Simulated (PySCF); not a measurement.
# C3H6FNO: electronic excitations and core binding energies

Wanted: the electronic excitations and core binding energies of C3H6FNO (`[H]/N=C(\CO)CF`), by calculation.

Programs: PySCF 2.14.0, with density-fitted response routines of our own. Each step states its level of theory. These are calculated values for one molecule in the gas phase, unless marked as measured. Atoms are numbered from 0 throughout.

**1. The starting structure**

12 atoms, charge 0, multiplicity 1; geometry from: GFN2-xTB.

Bonds of the start (Å): N0–C1 1.26, C1–C2 1.52, C2–O3 1.40, C1–C4 1.50, C4–F5 1.37, N0–H6 1.02, C2–H7 1.09, C2–H8 1.10, O3–H9 0.96, C4–H10 1.09, C4–H11 1.10.

**2. Ultraviolet spectrum: B3LYP/def2-SVPD**

Job settings and geometry (Å):

```
{"job": {"kind": "uv", "xc": "B3LYP", "basis": "def2-SVPD", "nstates": 8, "ntriplets": 3}, "charge": 0, "multiplicity": 1}
N      0.202352     1.639369    -0.139000
C     -0.153254     0.438804    -0.038766
C      0.752550    -0.723605     0.316707
O      2.101754    -0.346962     0.409605
C     -1.603438     0.110232    -0.267208
F     -1.796334    -1.221112    -0.533668
H      1.185272     1.800134     0.082076
H      0.468949    -1.101861     1.303865
H      0.605502    -1.534624    -0.409805
H      2.418741    -0.087452    -0.463421
H     -1.999302     0.681527    -1.111544
H     -2.181593     0.344863     0.634038
```

Method: TDDFT B3LYP/def2-SVPD, vertical, gas phase, core orbitals frozen in the response.

On the command line:

```
$ OMP_NUM_THREADS=1 python probes_run.py task.json out
```

This one command runs all jobs of the session in turn.

Standard output:

```text
coarse grid: 10216 points
cycle   1  E = -347.3078892669  dE =  7.110e-01  |g| = 7.882e-01  |ddm| = 5.067e+00
cycle   2  E = -347.0585221950  dE =  2.494e-01  |g| = 1.382e+00  |ddm| = 4.253e+00
cycle   3  E = -347.4227410607  dE = -3.642e-01  |g| = 1.346e-01  |ddm| = 3.119e+00
cycle   4  E = -347.4259214886  dE = -3.180e-03  |g| = 7.414e-02  |ddm| = 3.171e-01
cycle   5  E = -347.4270366266  dE = -1.115e-03  |g| = 1.809e-02  |ddm| = 1.940e-01
cycle   6  E = -347.4271040221  dE = -6.740e-05  |g| = 4.863e-03  |ddm| = 6.564e-02
cycle   7  E = -347.4271090883  dE = -5.066e-06  |g| = 8.377e-04  |ddm| = 1.606e-02
final grid: 99664 points
cycle   8  E = -347.4860586687  dE = -3.936e-05  |g| = 5.236e-03  |ddm| = 8.317e-02
cycle   9  E = -347.4860540125  dE =  4.656e-06  |g| = 7.342e-03  |ddm| = 2.726e-02
cycle  10  E = -347.4860644833  dE = -1.047e-05  |g| = 8.160e-04  |ddm| = 1.480e-02
cycle  11  E = -347.4860646085  dE = -1.253e-07  |g| = 2.164e-04  |ddm| = 1.128e-03
cycle  12  E = -347.4860646155  dE = -6.951e-09  |g| = 1.251e-04  |ddm| = 5.910e-04
cycle  13  E = -347.4860646187  dE = -3.219e-09  |g| = 2.903e-05  |ddm| = 3.906e-04
cycle  14  E = -347.4860646189  dE = -1.684e-10  |g| = 6.770e-06  |ddm| = 7.575e-05
converged SCF energy = -347.4860646189

Static polarisability (au): isotropic 50.627, principal 40.348 53.746 57.788

Singlet excitations
state   eV       nm        f      main configurations
  1   5.2756    235.0   0.00254   H->L 0.98
  2   6.4810    191.3   0.00867   H->L+1 0.97
  3   6.7558    183.5   0.01043   H-1->L 0.76, H-2->L 0.21
  4   7.1643    173.1   0.01671   H->L+2 0.98
  5   7.2873    170.1   0.02272   H-1->L+1 0.88
  6   7.5720    163.7   0.09233   H-2->L 0.55, H->L+3 0.16, H-1->L 0.15
  7   7.7934    159.1   0.01344   H-2->L+1 0.86
  8   8.0840    153.4   0.05205   H->L+3 0.49, H-3->L 0.16, H->L+4 0.12

Triplet excitations (Tamm-Dancoff, eV): 4.5240 5.1706 6.3400
```

Wall time 26 s (1 thread of Arm Neoverse V2, shared host); peak memory 0.66 GiB.

The orbitals next to the gap, with their largest atomic shares:

```tsv
orbital	eV	atoms
HOMO−3	-10.02	O3 40 %, C2 13 %, F5 10 %
HOMO−2	-8.83	N0 32 %, O3 18 %, C1 17 %
HOMO−1	-8.56	O3 48 %, N0 19 %, C2 9 %
HOMO	-7.53	N0 52 %, C1 13 %, C2 10 %
LUMO	-0.74	C1 35 %, N0 33 %, C4 8 %
LUMO+1	-0.06	O3 30 %, H9 23 %, C2 14 %
LUMO+2	0.52	C4 28 %, F5 14 %, H10 10 %
```

With each of the 8 states as a Gaussian band of 0.4 eV half-width at 1/e, the curve within the window shown has maxima at 235 nm (ε 100), 164 nm (ε 5,300) L/(mol cm). Beyond the last state computed it falls off for lack of states. The curve at chosen wavelengths:

nm, ε (L/mol/cm) and a bar:
```
      148       1324 #######
      153       3019 #################
      157       4215 ########################
      162       5271 ##############################
      167       4948 ############################
      171       3771 #####################
      176       2259 #############
      181       1353 ########
      185       1000 ######
      190        737 ####
      195        498 ###
      199        321 ##
      204        156 #
      209         68 
      214         39 
      218         42 
      223         63 
      228         87 
      232        100 #
      237        102 #
      242         89 
      246         73 
      251         51 
      256         32 
      260         21 
      265         11
```

Leading natural transition orbitals of singlet state 6: the hole lies on N0 28 %; F5 16 %; C1 11 %; the particle on C1 33 %; N0 25 %; H7, H11 about 9 % each.

Leading natural transition orbitals of singlet state 1: the hole lies on N0 58 %; H6 11 %; C1, C2 about 8 % each; the particle on C1 41 %; N0 30 %; H6 7 %.

Ground-state properties from the same run:

```tsv
property	computed
dipole moment (D)	0.69
polarisability (Å³)	7.50
HOMO–LUMO gap (eV)	6.80
−ε(HOMO) (eV)	7.53
```

The fields below are evaluated on a grid from the run's orbitals.

Frontier orbitals at B3LYP/def2-SVPD, with the share of their density that lies nearest to each atom:

```tsv
orbital	energy (eV)	lies on
HOMO	-7.53	N0 55 %; H6 10 %; C1, C2 about 8 % each
LUMO	-0.74	C1 38 %; N0 29 %; H6, H7, H11 about 6 % each
```

ELF in a plane through or near 6 of the atoms.

Values, 10 rows by 14 columns:
```
0.00 0.00 0.00 0.00 0.00 0.00 0.00 0.00 0.00 0.00 0.00 0.00 0.00 0.00
0.00 0.00 0.00 0.00 0.00 0.00 0.08 0.31 0.11 0.00 0.00 0.00 0.00 0.00
0.00 0.00 0.00 0.00 0.27 0.80 0.62 0.93 0.86 0.17 0.00 0.00 0.00 0.00
0.00 0.00 0.00 0.01 0.20 0.98 0.76 0.35 0.64 0.02 0.07 0.03 0.00 0.00
0.00 0.00 0.05 0.36 0.63 0.06 0.43 0.14 0.76 0.36 0.62 0.14 0.01 0.00
0.00 0.01 0.25 0.77 0.50 0.71 0.76 0.73 0.80 0.09 0.48 0.06 0.00 0.00
0.00 0.00 0.34 0.77 0.50 0.46 0.67 0.17 0.26 0.82 0.75 0.21 0.00 0.00
0.00 0.00 0.00 0.04 0.01 0.16 0.43 0.05 0.17 0.58 0.46 0.09 0.00 0.00
0.00 0.00 0.00 0.00 0.00 0.01 0.02 0.00 0.00 0.02 0.01 0.00 0.00 0.00
0.00 0.00 0.00 0.00 0.00 0.00 0.00 0.00 0.00 0.00 0.00 0.00 0.00 0.00
```
The map spans 9.9 Å across and 8.9 Å up, centred on the molecule. Atoms in the plane (x, y in Å): N0 (-0.1, 1.7), C1 (0.2, 0.4), C2 (-0.8, -0.7), O3 (-2.2, -0.3), C4 (1.6, 0.0), H6 (-1.1, 1.8).

log10 of the density (e/Å³) in the same plane.

Values, 10 rows by 14 columns:
```
-4.0 -4.0 -4.0 -4.0 -4.0 -4.0 -3.8 -3.7 -3.9 -4.0 -4.0 -4.0 -4.0 -4.0
-4.0 -4.0 -4.0 -4.0 -3.5 -2.8 -2.3 -2.1 -2.4 -3.1 -3.9 -4.0 -4.0 -4.0
-4.0 -4.0 -3.9 -3.1 -1.9 -1.0 -0.5 -0.4 -1.1 -2.0 -2.9 -3.4 -4.0 -4.0
-4.0 -4.0 -3.1 -2.3 -1.4 -0.1  0.5  1.0 -0.5 -1.5 -1.8 -2.3 -3.2 -4.0
-4.0 -3.2 -1.9 -0.8 -0.4 -0.9 -0.2  0.7  0.0 -0.1 -0.4 -1.4 -2.5 -3.7
-4.0 -2.8 -1.4  0.2  1.5  0.1  0.2  0.1  0.0  0.5 -0.2 -1.4 -2.7 -3.8
-4.0 -3.0 -1.8 -0.9 -0.5 -0.2  0.1 -0.8 -0.7  0.4 -0.1 -1.4 -2.9 -3.9
-4.0 -3.6 -2.9 -2.3 -2.0 -1.4 -1.1 -1.6 -1.4 -0.7 -1.0 -2.0 -3.2 -4.0
-4.0 -4.0 -3.9 -3.6 -3.2 -2.7 -2.5 -2.7 -2.8 -2.5 -2.7 -3.3 -3.9 -4.0
-4.0 -4.0 -4.0 -4.0 -4.0 -4.0 -4.0 -4.0 -4.0 -4.0 -4.0 -4.0 -4.0 -4.0
```
The map spans 9.9 Å across and 8.9 Å up, centred on the molecule. Atoms in the plane (x, y in Å): N0 (-0.1, 1.7), C1 (0.2, 0.4), C2 (-0.8, -0.7), O3 (-2.2, -0.3), C4 (1.6, 0.0), H6 (-1.1, 1.8).

On the surface of density 0.002 e/bohr³ the electrostatic potential runs, from the 1st to the 99th percentile, from -1.52 V near N0 to 2.33 V near H9.

**3. Core-electron binding energies: SCAN, X2C**

Same as in step 2 but for these lines:

```diff
@@ -1,2 +1,2 @@
-{"job": {"kind": "uv", "xc": "B3LYP", "basis": "def2-SVPD", "nstates": 8, "ntriplets": 3}, "charge": 0, "multiplicity": 1}
+{"job": {"kind": "xps"}, "charge": 0, "multiplicity": 1}
 N      0.202352     1.639369    -0.139000
```

Method: delta-SCF UKS SCAN, pcX-2 on the ionised atom, pcseg-1 elsewhere, spin-free X2C.

Standard output:

```text
ground state, core basis on atom 0 (N), 145 functions
  cycle   1  E = -347.64342094  |g| = 7.54e-01
  cycle   2  E = -347.39431089  |g| = 1.35e+00
  cycle   3  E = -347.73784587  |g| = 2.23e-01
  cycle   4  E = -347.74863789  |g| = 8.02e-02
  cycle   5  E = -347.74985303  |g| = 2.90e-02
  cycle   6  E = -347.75002588  |g| = 5.28e-03
  cycle   7  E = -347.75003077  |g| = 1.66e-03
  cycle   8  E = -347.75003204  |g| = 6.27e-04
  cycle   9  E = -347.75003143  |g| = 1.40e-04
  E(ground) = -347.75852062 Eh
hole in N 1s of atom 0
  cycle   1  E = -332.17135762  |g| = 1.85e+00
  cycle   2  E = -331.06804470  |g| = 2.28e+00
  cycle   3  E = -332.72711010  |g| = 6.04e-01
  cycle   4  E = -332.81873031  |g| = 4.06e-01
  cycle   5  E = -332.87454032  |g| = 1.17e-01
  cycle   6  E = -332.87959508  |g| = 2.74e-02
  cycle   7  E = -332.87995420  |g| = 6.46e-03
  cycle   8  E = -332.87997311  |g| = 3.82e-03
  cycle   9  E = -332.87997986  |g| = 1.64e-03
  cycle  10  E = -332.87998136  |g| = 8.15e-04
  cycle  11  E = -332.87998164  |g| = 2.18e-04
  E(ion) = -332.88829064 Eh   <S^2> = 0.7728   hole on atom = 1.000   binding energy = 404.640 eV
ground state, core basis on atom 1 (C), 145 functions
  cycle   1  E = -347.74141223  |g| = 5.88e-02
  cycle   2  E = -347.74121605  |g| = 3.55e-02
  cycle   3  E = -347.74101918  |g| = 4.56e-02
  cycle   4  E = -347.74149347  |g| = 5.85e-03
  cycle   5  E = -347.74150191  |g| = 5.67e-04
  cycle   6  E = -347.74150152  |g| = 2.67e-04
  E(ground) = -347.75137561 Eh
hole in C 1s of atom 1
  cycle   1  E = -336.43549403  |g| = 1.51e+00
  cycle   2  E = -333.72615630  |g| = 2.63e+00
  cycle   3  E = -336.54023398  |g| = 1.02e+00
  cycle   4  E = -336.89997628  |g| = 4.81e-01
  cycle   5  E = -336.94905482  |g| = 3.22e-01
  cycle   6  E = -336.99382081  |g| = 8.84e-02
  cycle   7  E = -336.99774547  |g| = 1.92e-02
  cycle   8  E = -336.99816923  |g| = 1.22e-02
  cycle   9  E = -336.99846819  |g| = 8.16e-03
  cycle  10  E = -336.99869876  |g| = 5.62e-03
  cycle  11  E = -336.99876017  |g| = 4.49e-03
  cycle  12  E = -336.99878520  |g| = 2.04e-03
  cycle  13  E = -336.99879072  |g| = 9.21e-04
  cycle  14  E = -336.99879059  |g| = 4.12e-04
  E(ion) = -337.00742232 Eh   <S^2> = 0.8599   hole on atom = 1.000   binding energy = 292.358 eV
ground state, core basis on atom 2 (C), 145 functions
  cycle   1  E = -347.74030867  |g| = 5.83e-02
  cycle   2  E = -347.74024644  |g| = 2.51e-02
  cycle   3  E = -347.74010660  |g| = 3.51e-02
  cycle   4  E = -347.74037679  |g| = 7.34e-03
  cycle   5  E = -347.74039025  |g| = 9.70e-04
  cycle   6  E = -347.74039038  |g| = 3.52e-04
  E(ground) = -347.74944253 Eh
hole in C 1s of atom 2
  cycle   1  E = -336.43036661  |g| = 1.51e+00
  cycle   2  E = -335.10626742  |g| = 2.25e+00
  cycle   3  E = -336.76642395  |g| = 6.86e-01
  cycle   4  E = -336.84562208  |g| = 5.37e-01
  cycle   5  E = -336.98063535  |g| = 9.14e-02
  cycle   6  E = -336.98336663  |g| = 4.01e-02
  cycle   7  E = -336.98400385  |g| = 1.22e-02
  cycle   8  E = -336.98405746  |g| = 5.81e-03
  cycle   9  E = -336.98407753  |g| = 1.92e-03
  cycle  10  E = -336.98408093  |g| = 9.66e-04
  cycle  11  E = -336.98408234  |g| = 5.34e-04
  cycle  12  E = -336.98408319  |g| = 2.98e-04
  E(ion) = -336.99220528 Eh   <S^2> = 0.7726   hole on atom = 1.000   binding energy = 292.719 eV
ground state, core basis on atom 3 (O), 145 functions
  cycle   1  E = -347.76682817  |g| = 9.34e-02
  cycle   2  E = -347.76666616  |g| = 3.90e-02
  cycle   3  E = -347.76651802  |g| = 4.94e-02
  cycle   4  E = -347.76693664  |g| = 2.89e-03
  cycle   5  E = -347.76693705  |g| = 8.13e-04
  cycle   6  E = -347.76693799  |g| = 3.82e-04
  E(ground) = -347.77452568 Eh
hole in O 1s of atom 3
  cycle   1  E = -327.14433101  |g| = 2.21e+00
  cycle   2  E = -325.16681034  |g| = 2.62e+00
  cycle   3  E = -327.52848521  |g| = 9.38e-01
  cycle   4  E = -327.76530146  |g| = 6.14e-01
  cycle   5  E = -327.90373678  |g| = 2.86e-01
  cycle   6  E = -327.94277683  |g| = 6.25e-02
  cycle   7  E = -327.94466723  |g| = 1.50e-02
  cycle   8  E = -327.94473912  |g| = 8.44e-03
  cycle   9  E = -327.94476261  |g| = 2.93e-03
  cycle  10  E = -327.94476583  |g| = 1.07e-03
  cycle  11  E = -327.94476528  |g| = 2.09e-04
  E(ion) = -327.95282051 Eh   <S^2> = 0.7619   hole on atom = 1.000   binding energy = 539.376 eV
ground state, core basis on atom 4 (C), 145 functions
  cycle   1  E = -347.74126780  |g| = 6.56e-02
  cycle   2  E = -347.74089776  |g| = 5.79e-02
  cycle   3  E = -347.74134936  |g| = 2.91e-02
  cycle   4  E = -347.74149893  |g| = 4.40e-03
  cycle   5  E = -347.74150357  |g| = 1.61e-03
  cycle   6  E = -347.74150360  |g| = 4.66e-04
  E(ground) = -347.75010046 Eh
hole in C 1s of atom 4
  cycle   1  E = -336.41123517  |g| = 1.50e+00
  cycle   2  E = -332.71815907  |g| = 2.81e+00
  cycle   3  E = -336.46619888  |g| = 1.10e+00
  cycle   4  E = -336.89067779  |g| = 4.05e-01
  cycle   5  E = -336.93744271  |g| = 2.21e-01
  cycle   6  E = -336.95065489  |g| = 1.22e-01
  cycle   7  E = -336.95683550  |g| = 3.66e-02
  cycle   8  E = -336.95736210  |g| = 1.14e-02
  cycle   9  E = -336.95740981  |g| = 4.81e-03
  cycle  10  E = -336.95742141  |g| = 1.56e-03
  cycle  11  E = -336.95742411  |g| = 7.03e-04
  cycle  12  E = -336.95742434  |g| = 3.66e-04
  E(ion) = -336.96622792 Eh   <S^2> = 0.7710   hole on atom = 1.000   binding energy = 293.444 eV
ground state, core basis on atom 5 (F), 145 functions
  cycle   1  E = -347.78239559  |g| = 1.17e-01
  cycle   2  E = -347.78210887  |g| = 5.75e-02
  cycle   3  E = -347.78205102  |g| = 6.16e-02
  cycle   4  E = -347.78256517  |g| = 6.92e-03
  cycle   5  E = -347.78257418  |g| = 1.81e-03
  cycle   6  E = -347.78257565  |g| = 2.35e-04
  E(ground) = -347.79361480 Eh
hole in F 1s of atom 5
  cycle   1  E = -321.43080289  |g| = 2.58e+00
  cycle   2  E = -319.70648621  |g| = 2.64e+00
  cycle   3  E = -321.28393490  |g| = 1.41e+00
  cycle   4  E = -322.24032572  |g| = 4.28e-01
  cycle   5  E = -322.26666208  |g| = 3.13e-01
  cycle   6  E = -322.31170971  |g| = 6.15e-02
  cycle   7  E = -322.31334405  |g| = 7.70e-03
  cycle   8  E = -322.31335847  |g| = 5.82e-03
  cycle   9  E = -322.31337241  |g| = 2.09e-03
  cycle  10  E = -322.31337237  |g| = 8.06e-04
  cycle  11  E = -322.31337408  |g| = 1.27e-04
  E(ion) = -322.32984914 Eh   <S^2> = 0.7570   hole on atom = 1.000   binding energy = 692.904 eV
```

Wall time 54 s (1 thread of Arm Neoverse V2, shared host); peak memory 0.49 GiB.

Binding energies by hole, beside the orbital energy of the ground state; the difference holds orbital relaxation and, for a density functional, its self-interaction error:

```tsv
hole	stands for	environment	ΔSCF (eV)	−ε (eV)	⟨S²⟩
N1s on N0	N0	imine nitrogen	404.64	385.7	0.773
C1s on C1	C1	C=N carbon	292.36 (doubtful)	275.3	0.860
C1s on C2	C2	sp3 CH2 bonded to O	292.72	275.4	0.773
O1s on O3	O3	alcohol oxygen	539.38	517.2	0.762
C1s on C4	C4	sp3 CH2 bonded to F	293.44	276.0	0.771
F1s on F5	F5	fluorine on an sp3 carbon	692.90	666.7	0.757
```

Doubtful: the ion did not converge, its hole moved, or its ⟨S²⟩ is well above 0.75.

**4. Outcome**

```
                                                                  quantity                        value
                                          lowest singlet (B3LYP/def2-SVPD)  5.28 eV (235 nm), f = 0.003
                                  brightest single state of those computed  state 6, 7.57 eV, f = 0.092
                                                            lowest triplet                      4.52 eV
potential on the surface of density 0.002 e/bohr³, 1st and 99th percentile           -1.52 V and 2.33 V
              C1s binding energies, SCAN/pcX-2 (standing for 2 of 3 atoms)      C4 293.44, C2 292.72 eV
                                          N1s binding energies, SCAN/pcX-2                 N0 404.64 eV
                                          O1s binding energies, SCAN/pcX-2                 O3 539.38 eV
                                          F1s binding energies, SCAN/pcX-2                 F5 692.90 eV
```

The lowest singlet, at 5.28 eV, is HOMO→LUMO 0.98 and is weak; of the 8 states computed, the strongest absorption comes from state 6 at 7.57 eV (the last state computed absorbs too, and its partners may lie past the list). The lowest triplet lies 0.75 eV below the lowest singlet (triplets in Tamm-Dancoff, singlets in full TDDFT). At B3LYP/def2-SVPD, states above −ε(HOMO) (7.53 eV) lie where TDDFT describes them poorly and they hang on the basis; the brightest is among them. At B3LYP/def2-SVPD, counted by nearest atom on the grid, the HOMO lies on N0 55 %; H6 10 %, the LUMO on C1 38 %; N0 29 %. At SCAN/pcX-2: The C1s levels kept as sound span 0.72 eV, from C2 (sp3 CH2 bonded to O) up to C4 (sp3 CH2 bonded to F). Only 2 of the 3 C atoms are covered by sound results.
